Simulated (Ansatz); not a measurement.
## Ansatz (development build ahead of 0.2.0) run

```yaml
crystal:
  periodic: [false, false, false]
  atoms:
    - { symbol: B, position_ang: [0.0, 0.0, 0.0] }
    - { symbol: O, position_ang: [0.0, 0.0, 1.205] }
basis:
  gaussian: { orbitals: cc-pVTZ }
magnetization:
  initial_magnetization: 1
hamiltonian:
  xc: hf
correlation:
  method: ccsd_t
  frozen_orbitals: { B: 1, O: 1 }
```

The input is written out in the form of the current development build from the run's settings. Correlation on restricted open-shell orbitals is semicanonical, with singles.

Output:

- Converged: yes
- Reference energy: -99.55290 hartree
- CCSD correlation energy: -0.30267 hartree
- Triples correction: -0.01469 hartree
- Total energy: -99.87025 hartree
- Spin squared of the determinant: 0.750
